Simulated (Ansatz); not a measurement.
# CH₅PS: basis-set convergence

An exercise on one series of results from a longer session: the logs are not shown, and one member is left open.

Method: one geometry, several basis sets; program: Ansatz 0.2.0, Gaussian basis.

Levels to be run: PBE0-D4/def2-SVP; ωB97M-V/def2-SVP; PBE0-D4/def2-QZVPP; ωB97M-V/def2-QZVPP; the functionals' def2-TZVPP values are taken from earlier runs.

**Structure used throughout**

An earlier PBE0-D4 in a triple-zeta def2 set relaxation fixed the geometry.

SMILES `CSP`, 8 atoms, charge 0, spin multiplicity 1.

Atoms are counted from 1 here; the program's logs count them from 0.

Bond lengths: C1–S2 1.810 Å, C1–H4 1.089 Å, C1–H5 1.089 Å, C1–H6 1.091 Å, S2–P3 2.105 Å, P3–H7 1.420 Å, P3–H8 1.420 Å. Angles: S2–C1–H4 111.3°, S2–C1–H5 111.3°, S2–C1–H6 106.0°, H4–C1–H5 110.1°, H4–C1–H6 109.0°, H5–C1–H6 109.0°, C1–S2–P3 99.5°, S2–P3–H7 98.3°, S2–P3–H8 98.4°, H7–P3–H8 93.3°.

Geometry (Å):

```xyz
8

C    -0.7859    1.0349   -0.4445
S     0.2131    0.3874    0.9183
P     0.8501   -1.4238    0.0545
H    -1.6213    0.3736   -0.6712
H    -0.1815    1.1942   -1.3366
H    -1.1754    1.9951   -0.1032
H     2.2290   -1.3335    0.3807
H     0.5640   -2.2851    1.1464
```

The first run:

Contents of in.yaml:

```yaml
crystal:
  periodic: [false, false, false]
  atoms:
    - {symbol: C, position_ang: [-0.785937, 1.034891, -0.444545]}
    - {symbol: S, position_ang: [0.213109, 0.387420, 0.918322]}
    - {symbol: P, position_ang: [0.850111, -1.423789, 0.054490]}
    - {symbol: H, position_ang: [-1.621314, 0.373624, -0.671204]}
    - {symbol: H, position_ang: [-0.181544, 1.194231, -1.336632]}
    - {symbol: H, position_ang: [-1.175397, 1.995086, -0.103150]}
    - {symbol: H, position_ang: [2.228961, -1.333497, 0.380655]}
    - {symbol: H, position_ang: [0.564012, -2.285065, 1.146363]}
basis:
  gaussian: {orbitals: def2-SVP}
hamiltonian: {xc: pbe0, dispersion: d4}
output: {orbitals: {seedname: orbitals}}
```

On the command line:

```sh
ansatz run in.yaml --threads 2 --pin off --events-out ev --progress --plain --max-ram 4352MiB
```

Steps of the session up to this table: PBE0-D4 in def2-SVP; ωB97M-V in def2-SVP; PBE0-D4 in def2-QZVPP; ωB97M-V in def2-QZVPP.

One table of the session follows, with a row left open; its other results are not shown here.

It belongs to the step «Functionals by basis». 

```
functional       basis  HOMO (eV)  LUMO (eV)
   PBE0-D4    def2-SVP      -6.73       0.24
   PBE0-D4  def2-TZVPP      -6.84      -0.18
   PBE0-D4  def2-QZVPP      -6.88      -0.32
   ωB97M-V    def2-SVP      -8.90       2.34
   ωB97M-V  def2-TZVPP      -9.03       1.72
   ωB97M-V  def2-QZVPP          ?          ?
```

Q: Estimate the row for ωB97M-V, def2-QZVPP from the others.

**Answer.** HOMO (eV): -9.07; LUMO (eV): 1.40. In the column «HOMO (eV)» it is the lowest.
